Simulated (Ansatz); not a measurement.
```yaml
crystal:
  periodic: [false, false, false]
  atoms:
    - {symbol: Al, position_ang: [-1.984437, 0.015329, 0.001157]}
    - {symbol: Ga, position_ang: [0.855234, -0.005667, -0.000501]}
    - {symbol: H, position_ang: [-3.046094, 1.217153, -0.000677]}
    - {symbol: H, position_ang: [-2.992283, -1.235513, 0.004332]}
basis:
  gaussian: {orbitals: def2-TZVP}
hamiltonian: {xc: pbe0}
relax: {f_tol: 0.004, max_steps: 80}
```

```sh
$ ansatz run in.yaml --threads 1 --pin off --events-out ev --progress --plain --max-ram 2176MiB
```

Steps of the relaxation (energy above the last step; positions in Å, forces in eV/Å):

```
4
step 1, 73.3 meV
Al   -1.984    0.015    0.001   -0.233   -0.043    0.000
Ga    0.855   -0.006   -0.001   -0.202    0.009    0.000
H    -3.046    1.217   -0.001    0.209    0.370   -0.001
H    -2.992   -1.236    0.004    0.227   -0.336    0.001
```

```
4
step 2, 19.5 meV
Al   -2.071    0.009    0.001    0.103   -0.001    0.000
Ga    0.744   -0.002    0.000   -0.112    0.007    0.000
H    -2.947    1.385   -0.001    0.020   -0.311    0.001
H    -2.893   -1.400    0.005   -0.010    0.305   -0.001
```

```
4
step 3, 1.3 meV
Al   -2.034    0.004    0.001   -0.106    0.008    0.000
Ga    0.728    0.003    0.000    0.092    0.004    0.000
H    -2.951    1.332   -0.001    0.016   -0.042    0.000
H    -2.911   -1.349    0.005   -0.002    0.029    0.000
```

```
4
step 4, 0.1 meV
Al   -2.038    0.004    0.001   -0.011   -0.005    0.000
Ga    0.747    0.005    0.000    0.003    0.004    0.000
H    -2.956    1.327   -0.001    0.007   -0.005    0.000
H    -2.920   -1.344    0.005    0.001    0.007    0.000
```

```
4
step 5, 0.0 meV
Al   -2.038   -0.002    0.001    0.002   -0.001    0.000
Ga    0.747    0.012    0.000    0.000    0.001    0.000
H    -2.949    1.326   -0.001    0.000    0.000    0.000
H    -2.928   -1.344    0.005   -0.001   -0.001    0.000
```

Close pairs at the end: Al1–H3 1.610 Å, Al1–H4 1.610 Å, Al1–Ga2 2.785 Å.

A stationary point of restricted PBE0 after 5 steps (its stability towards spin polarisation wasn't tested); no frequencies were run, so it isn't proven a minimum. 13 s on 1 thread of AMD EPYC 7R43, shared host.
